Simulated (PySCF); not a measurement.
Two structures of BNH$_{8}$O, closed shell, reached by relaxing down either side of one saddle point (PBE0-D4/def2-TZVP). Energies are electronic, without zero-point energy. Computed with PySCF 2.14 with density fitting (its default auxiliary sets; JK sets also for MP2 and CCSD(T)) (basis: def2-TZVPP and def2-QZVPP); correlated methods freeze the cores. Extrapolation: Hartree–Fock as exp(−7.88 √X), correlation as X^−2.97. First:

B1  (-1.140, -0.821, -0.574)
H2  (-1.442, 0.298, -0.956)
H3  (-0.226, -1.307, -1.206)
H4  (-2.088, -1.555, -0.435)
H5  (0.255, 0.028, 0.791)
O6  (-0.519, -0.629, 0.910)
H7  (1.075, 0.942, -0.809)
N8  (1.422, 0.944, 0.146)
H9  (-1.183, -0.231, 1.481)
H10  (1.543, 1.906, 0.437)
H11  (2.330, 0.497, 0.146)
(Å)

Second:

| atom | x (Å) | y (Å) | z (Å) |
| --- | --- | --- | --- |
| B1 | -0.8240 | -1.4848 | 0.2872 |
| H2 | -1.2014 | 0.5845 | -1.9318 |
| H3 | 0.1795 | -1.8802 | -0.2274 |
| H4 | -1.9166 | -1.7684 | -0.1195 |
| H5 | 1.0185 | 0.7502 | 0.6926 |
| O6 | -0.6790 | -0.7112 | 1.3862 |
| H7 | -0.5727 | 0.8283 | -1.6002 |
| N8 | 1.4507 | 1.2412 | -0.0820 |
| H9 | -1.5143 | -0.4143 | 1.7561 |
| H10 | 1.7980 | 2.1240 | 0.2710 |
| H11 | 2.2556 | 0.6971 | -0.3673 |

Q: Which bonds change from the first to the second?

A: BH₃ + H₂O + NH₃ → BH₃O ([BH2][OH]) + NH₃ + H₂; bonds formed: H2–H7, H5–N8; dative contacts that become bonds: B1–O6; bonds broken: B1–H2, H5–O6, H7–N8.

Q: Give the saddle point's structure and its height above each. (To be estimated.)

A: The calculation gives: 15.60 kcal/mol above the first and 19.32 kcal/mol above the second (CCSD(T) at an estimated basis limit (MP2 extrapolated from triple and quadruple zeta, plus CCSD(T) − MP2 in triple zeta)).
B1  (-0.897, -0.848, -0.333)
H2  (-0.676, 0.272, -1.053)
H3  (-0.069, -1.626, -0.763)
H4  (-2.038, -1.064, -0.679)
H5  (0.889, 0.447, 0.914)
O6  (-0.699, -0.579, 1.090)
H7  (0.242, 0.556, -0.647)
N8  (1.256, 0.879, 0.055)
H9  (-1.523, -0.320, 1.501)
H10  (1.417, 1.871, 0.171)
H11  (2.098, 0.412, -0.255)
(Å)

No T1 diagnostic of these runs exceeds 0.012.

The step is the kind of ligand exchange by which a precursor binds to a hydroxyl group, or is hydrolysed, in atomic layer deposition of oxides.

Labels in which every atom is bracketed show which atoms are joined, not bond orders.

For scale, one of the runs: CCSD(T)/def2-TZVPP, 205 basis functions, launched by `OMP_NUM_THREADS=4 python run.py`. The run took 3.5 min on 4 CPU threads of an AMD EPYC 7B13 (shared host), with 2.7 GiB of host memory at its peak.
